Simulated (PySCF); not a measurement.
## HO, SMILES `[OH]` (charge 0, multiplicity 2)

All values below come from PBE-D3(BJ)/def2-TZVP // B3LYP-D3(BJ)/def2-TZVP run with PySCF.

```yaml
highest_occupied_spin_orbital: -7.16 eV
dipole_moment: 1.73 D
total_energy: -2059.41 eV
cost: very roughly 1.7 core-seconds
```

```xyz
2

O      0.4883     0.0000     0.0000
H     -0.4883     0.0000     0.0000
```
Charge 0, spin multiplicity 2.
